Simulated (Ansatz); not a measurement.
## Structure relaxation of Tl3I2

The calculation used DFT PBE, scalar-relativistic, plane waves, PAW in Ansatz 0.2.0. Cutoff 420 eV, Γ-centred k mesh, Gaussian smearing, no spin polarisation in the final step.

Tl3I2 was placed on the anti-A-type sesquioxide structure type (P-3m1, No. 164), with I in place of La, Tl in place of O, at a guessed volume.

```xyz
5
Lattice="5.0002 0.0000 0.0000 -2.5001 4.3303 0.0000 0.0000 0.0000 7.7795" Properties=species:S:1:pos:R:3 pbc="T T T"
Tl    0.0000    0.0000    0.0000
Tl    0.0000    2.8869    5.0178
Tl    2.5001    1.4434    2.7617
I     0.0000    2.8869    1.9060
I     2.5001    1.4434    5.8735
```

Steps on the 6×6×2 mesh (5 atoms). 12 of 18 steps are shown, and the free energy counts from the last. Trial steps that were taken back and renewals of the plane-wave basis can be among the rows.

| step | ΔF (meV/atom) | V (Å³/atom) | P (GPa) | largest force component (eV/Å) |
| --- | --- | --- | --- | --- |
| 1 | 437.1 | 33.69 | 10.47 | 1.489 |
| 3 | 73.8 | 42.00 | 1.15 | 0.181 |
| 4 | 60.9 | 44.70 | -0.03 | 0.058 |
| 6 | 54.4 | 44.84 | -0.24 | 0.167 |
| 7 | 51.4 | 44.79 | -0.31 | 0.162 |
| 9 | 35.5 | 43.44 | -0.37 | 0.012 |
| 10 | 70.3 | 40.03 | 1.99 | 0.647 |
| 12 | 25.3 | 42.81 | 0.50 | 0.036 |
| 13 | 18.9 | 42.95 | 0.38 | 0.021 |
| 15 | 4.7 | 43.27 | 0.02 | 0.026 |
| 16 | 1.5 | 42.93 | -0.05 | 0.043 |
| 18 | 0.0 | 42.54 | 0.08 | 0.005 |

A final relaxation ran on a 12×12×4 mesh. The relaxed crystal, P-3m1 (No. 164):

```
Tl I
1.0
     4.75128    0.00000    0.00000
    -2.37564    4.11473    0.00000
     0.00000    0.00000   10.88830
Tl I
3 2
Direct
  0.00000 0.00000 0.00000
  0.33333 0.66667 0.59657
  0.66667 0.33333 0.40343
  0.33333 0.66667 0.20372
  0.66667 0.33333 0.79628
```

```
Volume per atom          : 42.57 Å³
Density                  : 6.76 g/cm³
Energy over the elements : -0.39 eV/atom
Gap on the 12×12×4 mesh  : 0 eV (a metal)
```

Energies over the elements count from the elements' standard structures at the same level, with no empirical corrections.

The final run used a 12×12×4 mesh on its 5-atom cell and 0.10 eV smearing. The k mesh leaves about 4 meV/atom of noise in metals. Spin–orbit coupling is left out.

Symmetry constrained the relaxation, so the result can be a saddle point.

Cost: 3 runs of about 7.8 core-minutes in all, on AMD EPYC 7R43 (Zen 3) (shared hosts).